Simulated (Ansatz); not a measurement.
## CHO2S: structure from calculated spectroscopic constants

These gas-phase data were calculated for one isomer of CHO2S at PBE-D3(BJ)/def2-SVP (harmonic, unscaled wavenumbers; equilibrium rotational constants with average atomic masses):

* rotational constants: 57.76, 3.004, 2.855 GHz
* all wavenumbers above 1500 cm⁻¹: 2909, 1848
* dipole moment: 2.42 D (PBE0/def2-TZVPD)

Candidates:

(1) `O=C(O)[S]`, a doublet
(2) `O=CO[S]`, a doublet

Problem. Which structure fits?

Solution. Candidate (2). No mode falls between 3300 and 4000 cm⁻¹, where the O–H stretch of (1) would stand.

The same quantities for all candidates:

```tsv
	rotational constants (GHz)	wavenumbers above 1500 cm⁻¹	dipole (D)	E above the lowest, PBE-D3(BJ)/def2-SVP (kcal/mol)
(1)	11.99, 5.334, 3.692	3600, 1636	1.67	0.0
(2)	57.76, 3.004, 2.855	2909, 1848	2.42	26.6
```

Each candidate is one conformer. Open shells are spin-unrestricted. Programs: Ansatz 0.2.0.
